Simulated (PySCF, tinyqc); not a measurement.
Starting guesses with plain Roothaan steps: SCF starting guesses in the sto-3g basis, for LiH, spin multiplicity 1. Computed by the program tinyqc with PySCF. RHF with one setting changed at a time; a run stops when the energy changes by less than 1e-09 hartree and the error matrix is below 1e-5. Starts: the lowest orbitals of the core Hamiltonian, of the Wolfsberg-Helmholz matrix (K = 1.75), projected atomic densities, random orbitals, and the highest orbitals of the core Hamiltonian (a deliberately bad start).

Geometry (angstrom):

| atom | x | y | z |
|---|---|---|---|
| Li | 0.0000 | 0.0000 | 0.0000 |
| H | 0.0000 | 0.0000 | 3.1820 |

lowest restricted solution found by these runs and by PySCF = -7.691263 hartree

Largest element of the error matrix X^T (FDS - SDF) X:

| iteration | core | Wolfsberg-Helmholz | atomic densities | random | highest core orbitals |
|---|---|---|---|---|---|
| 1 | 2.0e-01 | 2.0e-01 | 4.6e-02 | 1.7e+00 | 1.0e-01 |
| 2 | 1.7e-01 | 7.2e-02 | 1.3e-01 | 2.5e-01 | 1.2e-01 |
| 3 | 1.5e-01 | 4.4e-02 | 9.4e-02 | 1.2e-01 | 1.7e-01 |
| 4 | 8.1e-02 | 1.8e-02 | 4.9e-02 | 7.0e-02 | 1.8e-01 |
| 5 | 4.9e-02 | 1.4e-02 | 2.9e-02 | 4.7e-02 | 1.8e-01 |
| 6 | 2.5e-02 | 5.6e-03 | 1.4e-02 | 2.7e-02 | 2.5e-01 |
| 8 | 6.8e-03 | 1.7e-03 | 3.9e-03 | 7.6e-03 | 2.2e-01 |
| 10 | 1.9e-03 | 4.9e-04 | 1.1e-03 | 2.1e-03 | 1.0e-01 |
| 14 | 1.4e-04 | 4.0e-05 | 7.8e-05 | 1.5e-04 | 8.6e-03 |
| 20 | - | - | - | - | 1.7e-04 |

How each run ends:

| run | iterations | E (hartree) | state |
|---|---|---|---|
| core | 19 | -7.69126 | lowest found |
| Wolfsberg-Helmholz | 17 | -7.69126 | lowest found |
| atomic densities | 18 | -7.69126 | lowest found |
| random | 19 | -7.69126 | lowest found |
| highest core orbitals | 25 | -7.69126 | lowest found |

What does the comparison show, and why?

5 of 5 runs reach the lowest restricted solution found, in 17 to 25 iterations (fastest: Wolfsberg-Helmholz). The first errors are 2e-01, 2e-01, 5e-02, 2e+00, 1e-01. The restricted reference is unstable here: a spin-polarised solution lies 0.0949 hartree lower (PySCF), so results built on it describe a poor reference.
